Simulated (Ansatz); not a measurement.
## Counterpoise correction, worked out

The pair of H₂O (SMILES O, atoms 1–3) and SiH₃Cl (SMILES [SiH3]Cl, atoms 4–8), both closed shells, in one local arrangement (a lower one may exist), relaxed at PBE0-D4/def2-TZVP:

| atom | x (Å) | y (Å) | z (Å) |
| --- | --- | --- | --- |
| O1 | 0.0665 | -0.2930 | -1.9347 |
| H2 | -0.7225 | 0.2310 | -1.7677 |
| H3 | 0.6806 | 0.3094 | -2.3608 |
| Si4 | 0.1013 | -0.1407 | 1.2346 |
| Cl5 | -1.4310 | 1.1211 | 0.6475 |
| H6 | 1.3786 | 0.3834 | 0.7077 |
| H7 | -0.1896 | -1.5063 | 0.7563 |
| H8 | 0.1162 | -0.1050 | 2.7169 |

Program: Ansatz 0.2.0. Basis: def2-TZVPPD. Cores are frozen in the correlated methods.

MP2 total energies in eV:

| system | geometry | basis functions | energy |
| --- | --- | --- | --- |
| pair | pair | all | -22501.17559 |
| H₂O | as in the pair | all (partner as ghosts) | -2076.97728 |
| SiH₃Cl | as in the pair | all (partner as ghosts) | -20424.09209 |
| H₂O | as in the pair | its own | -2076.96954 |
| SiH₃Cl | as in the pair | its own | -20424.07522 |
| H₂O | free (PBE0-D4 minimum) | its own | -2076.96970 |
| SiH₃Cl | free (PBE0-D4 minimum) | its own | -20424.08216 |

Task: Work out the interaction energy with and without the counterpoise correction, the superposition error, and the binding energy from the relaxed fragments.

Result: Without correction: -22501.17559 − (-2076.96954) − (-20424.07522) = -0.13083 eV.
With correction (each fragment in the whole basis): -22501.17559 − (-2076.97728) − (-20424.09209) = -0.10622 eV = -2.45 kcal/mol.
The superposition error is the difference, 0.02461 eV, 19 % of the uncorrected value: each fragment borrows its partner's functions.
Deformation from the free shapes: 0.00016 eV for H₂O and 0.00694 eV for SiH₃Cl.
Binding energy from relaxed fragments: -0.10622 + 0.00016 + 0.00694 = -0.09912 eV = -2.29 kcal/mol (electronic, without zero-point energy; negative means bound). For comparison, the corrected interaction energy by CCSD(T) at an estimated basis limit (MP2 extrapolated from triple and quadruple zeta, plus CCSD(T) − MP2 in triple zeta) is -0.127 eV.

No T1 diagnostic of these runs exceeds 0.011.

For scale, one of the runs: CCSD(T)/def2-TZVPPD, 224 basis functions (an equivalent command: `ansatz run in.yaml --threads 4`). Hardware: 4 CPU threads, shared host. Wall time 49 s; peak host memory 3.4 GiB.
